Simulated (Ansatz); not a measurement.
**A relaxation, step by step**

CH9NSi, singlet, PBE0-D4/def2-TZVP (Ansatz 0.2.0). Settings:

```yaml
hamiltonian: {xc: pbe0, dispersion: d4}
relax: {f_tol: 0.005, max_steps: 200}
```

Start, a step off a saddle point along its unstable mode:

```csv
atom,x (Å),y (Å),z (Å)
Si1,-1.2663,0.2792,-0.1837
H2,-0.2265,1.6339,0.9777
H3,-1.7728,-0.8891,-0.9305
H4,-2.3388,0.5950,0.8235
H5,-1.0950,1.3316,-1.2172
H6,0.0850,0.9405,1.1298
N7,0.2168,-0.4468,0.5252
C8,1.3499,-0.5391,-0.3742
H9,0.0778,-1.2694,1.0877
H10,1.6091,0.4682,-0.7309
H11,1.1313,-1.1675,-1.2442
H12,2.2294,-0.9368,0.1366
```

| step | energy less the last (meV) | largest force component (eV/Å) |
| --- | --- | --- |
| 1 | 1357.0 | 2.033 |
| 2 | 834.3 | 1.742 |
| 3 | 455.8 | 1.777 |
| 4 | 208.9 | 0.809 |
| 5 | 113.9 | 0.363 |
| 6 | 65.1 | 0.350 |
| 7 | 39.2 | 0.109 |
| 8 | 30.9 | 0.284 |
| 9 | 23.2 | 0.243 |
| 10 | 17.9 | 0.142 |
| 11 | 12.0 | 0.215 |
| 12 | 9.2 | 0.226 |
| 13 | 7.2 | 0.145 |
| 14 | 5.2 | 0.103 |
| 15 | 3.9 | 0.108 |
| 16 | 3.0 | 0.161 |
| 17 | 2.4 | 0.135 |
| 18 | 1.5 | 0.127 |
| 19 | 0.8 | 0.133 |
| 20 | 0.5 | 0.087 |
| 21 | 0.2 | 0.050 |
| 22 | 0.0 | 0.007 |
| 23 | 0.0 | 0.006 |
| 24 | 0.0 | 0.002 |

Step 7, positions (Å) and forces (eV/Å):

```
atom       x       y       z      Fx      Fy      Fz
 Si1  -1.347  -0.047  -0.317  -0.080   0.099   0.053
  H2  -0.077   2.533   1.571   0.028   0.003   0.006
  H3  -2.058  -0.985  -1.226  -0.076  -0.070  -0.109
  H4  -2.276   0.287   0.797   0.033  -0.043  -0.011
  H5  -1.009   1.170  -1.094   0.001   0.048  -0.026
  H6   0.201   1.846   1.467  -0.009   0.012   0.019
  N7   0.125  -0.656   0.326   0.084  -0.013  -0.007
  C8   1.343  -0.684  -0.464  -0.008   0.029   0.004
  H9   0.048  -1.441   0.954   0.037   0.002   0.042
 H10   1.545   0.315  -0.864  -0.028  -0.069   0.027
 H11   1.310  -1.379  -1.315   0.026  -0.014   0.040
 H12   2.194  -0.958   0.166  -0.007   0.014  -0.037
```

Last step (24):

```
12
angstrom
Si -1.5247 -0.1791 -0.5286
H 0.9687 2.3061 1.8689
H -1.9003 -1.1795 -1.5748
H -2.6079 -0.1439 0.4875
H -1.3960 1.1340 -1.2156
H 0.6284 1.7127 1.5644
N -0.0553 -0.5051 0.2995
C 1.2315 -0.5209 -0.3634
H -0.1003 -1.1102 1.1041
H 1.2578 0.2618 -1.1263
H 1.4612 -1.4728 -0.8598
H 2.0368 -0.3033 0.3440
```

The run took about 39 s on 4 CPU threads of an Arm Neoverse V1 (shared host).
